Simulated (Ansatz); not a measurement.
```yaml
crystal:
  periodic: [false, false, false]
  atoms:
    - {symbol: Ti, position_ang: [0.000000, 0.000000, 0.000000]}
    - {symbol: O, position_ang: [0.000000, 0.000000, 2.110000]}
basis:
  gaussian: {orbitals: def2-TZVP}
magnetization: {spin_polarized: true, initial_magnetization: 4}
hamiltonian: {xc: pbe0}
relax: {f_tol: 0.004, max_steps: 80}
```

```sh
$ ansatz run in.yaml --threads 1 --pin off --events-out ev --progress --plain --max-ram 2176MiB
```

Steps of the relaxation (energy above the last step; positions in Å, forces in eV/Å):

```
2
step 1, 287.0 meV
Ti    0.000    0.000    0.000    0.000    0.000    2.314
O     0.000    0.000    2.110    0.000    0.000   -2.314
```

```
2
step 2, 9.1 meV
Ti    0.000    0.000    0.089    0.000    0.000    0.540
O     0.000    0.000    2.021    0.000    0.000   -0.540
```

```
2
step 3, 1.4 meV
Ti    0.000    0.000    0.099    0.000    0.000    0.216
O     0.000    0.000    2.011    0.000    0.000   -0.216
```

```
2
step 5, 0.0 meV
Ti    0.000    0.000    0.105    0.000    0.000    0.014
O     0.000    0.000    2.005    0.000    0.000   -0.014
```

```
2
step 6, 0.0 meV
Ti    0.000    0.000    0.105    0.000    0.000    0.000
O     0.000    0.000    2.005    0.000    0.000    0.000
```

Close pairs at the end: Ti1–O2 1.899 Å.

A stationary point of unrestricted PBE0 after 6 steps, with ⟨S²⟩ = 6.003 against 6.00 for a pure state. 2.6 min on 1 thread of Arm Neoverse V1, shared host.
